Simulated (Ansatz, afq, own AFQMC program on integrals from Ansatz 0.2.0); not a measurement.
**Where AFQMC and coupled cluster stand for NbCl2, quartet**

```xyz
3

Nb    0.0000    0.0000    0.0000
Cl    0.0000    0.0000   -2.2934
Cl    0.0000    0.0000    2.2934
```

Connectivity, by distances: Cl–Nb–Cl.

Basis def2-SVP with its core potentials. Noble-gas cores (and the filled d shells of Ga–Kr and In–Xe) are frozen. AFQMC by an in-house program on the Cholesky factors that Ansatz 0.2.0 writes for its CCSD(T) run. The CISD trial takes its coefficients from CCSD amplitudes. Released means that phaseless walkers are propagated on without the constraint, phases kept. ± is one standard error of the sampling. No spin–orbit coupling. The metal's outer-core s and p shells are frozen, which shifts wave-function levels against functionals.

Determinant: UHF, the one that the program's search chose, which needn't be the lowest solution. The geometry is a point of a scan.

No full CI on the walks' own integrals is used here; CCSDT(Q) serves as the reference and is uncertain by about the last step of the cluster series.

Cautions: no spin-orbit coupling; outer-core shells of the metal frozen; lower spins were not checked; higher spins were not checked.

- T1 diagnostic: 0.0212
- weight of the determinant in the CISD state: 0.846
- ⟨S²⟩ of the determinant: 3.770
- size of the correlated space: 19 electrons in 53 orbitals

| level | correlation energy (eV) |
| --- | --- |
| MP2 | -8.9375 |
| CCSD | -9.7451 |
| CCSD(T) | -10.0290 |

(1) Estimate where phaseless AFQMC with a CISD trial lies against CCSD(T) on the same integrals.

(1) 1.98 ± 0.17 mEh below CCSD(T).

Reference: CCSDT(Q), correlation energy -10.087 eV. The released energy is read at 1.80 1/Eh, later times being too noisy (meV from the phaseless value at times in 1/Eh: -1 ± 4 at 0.24, 0 ± 5 at 0.60, -3 ± 5 at 1.20, -4 ± 8 at 1.80, -14 ± 14 at 2.60).

```json
{"level": "CCSD(T)", "E − E(reference) (mEh)": "2.15", "share of correlation (%)": "99.42"}
{"level": "CCSDT", "E − E(reference) (mEh)": "0.85", "share of correlation (%)": "99.77"}
{"level": "ph-AFQMC/HF", "E − E(reference) (mEh)": "-2.08 ± 1.20", "share of correlation (%)": "100.56"}
{"level": "ph-AFQMC/CISD", "E − E(reference) (mEh)": "0.17 ± 0.17", "share of correlation (%)": "99.95"}
{"level": "released AFQMC", "E − E(reference) (mEh)": "0.03 ± 0.31", "share of correlation (%)": "99.99"}
```

A walk keeps the symmetry of its determinant, which the program's search chose and which needn't be the lowest solution, so a lower state of the same spin and another symmetry isn't excluded. Released energies are given only where the last usable release times agree within the noise; a slower fall can still hide under it.
